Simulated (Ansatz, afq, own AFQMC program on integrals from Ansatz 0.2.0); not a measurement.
## Where AFQMC and coupled cluster stand for I, doublet

A free I atom.

Basis def2-TZVP with its core potentials. Noble-gas cores (and the filled d shells of Ga–Kr and In–Xe) are frozen. Integrals, coupled cluster, full CI and functionals: Ansatz 0.2.0; the random walks run on the same integrals in our own AFQMC program. ph-AFQMC/CISD is guided by a CISD state made of CCSD amplitudes; releasing the constraint for a short imaginary time cuts its bias at the price of noise, slowly where states lie close. Free AFQMC starts from the CCSD state and is never constrained. Its projection time is finite, and what remains of the start isn't in its error. ± is one standard error of the sampling. No spin–orbit coupling.

Determinant: UHF, the one that the program's search chose, which needn't be the lowest solution.

No full CI on the walks' own integrals is used here; CCSDT(Q) serves as the reference and is uncertain by about the last step of the cluster series.

Cautions: no spin-orbit coupling; inner d shell frozen; the ph-AFQMC/CISD walk drifts between its halves (2.4 errors).

The T1 diagnostic is 0.0069 and the weight of the determinant in the CISD state is 0.931. The ⟨S²⟩ of the determinant is 0.760 and the size of the correlated space is 7 electrons in 41 orbitals.

```
  level  correlation energy (eV)
    MP2                  -3.0851
   CCSD                  -3.5847
CCSD(T)                  -3.6936
```

**Question.** Estimate where phaseless AFQMC with the Hartree–Fock trial lies against CCSD(T) on the same integrals.

**Answer.** 59.5 ± 26.0 meV above CCSD(T).

Reference: CCSDT(Q), correlation energy -3.711 eV. The released energy is read at 2.40 1/Eh (meV from the phaseless value at times in 1/Eh: 6 ± 5 at 0.24, 4 ± 5 at 0.51, -4 ± 5 at 0.99, -2 ± 6 at 1.62, -4 ± 6 at 2.40).

| level | E − E(reference) (meV) | share of correlation (%) |
| --- | --- | --- |
| CCSD(T) | 17.7 | 99.52 |
| CCSDT | 2.7 | 99.93 |
| ph-AFQMC/HF | 77.2 ± 26.0 | 97.92 |
| ph-AFQMC/CISD | 2.9 ± 6.0 | 99.92 |
| released AFQMC | -0.9 ± 6.1 | 100.02 |
| free AFQMC | -3.2 ± 7.4 | 100.09 |

Free projections are given only where their last times agree within the noise and don't stop above the reference; a slow remainder of the start can still hide under it. A walk keeps the symmetry of its determinant, which the program's search chose and which needn't be the lowest solution, so a lower state of the same spin and another symmetry isn't excluded. Released energies are given only where the last usable release times agree within the noise; a slower fall can still hide under it.
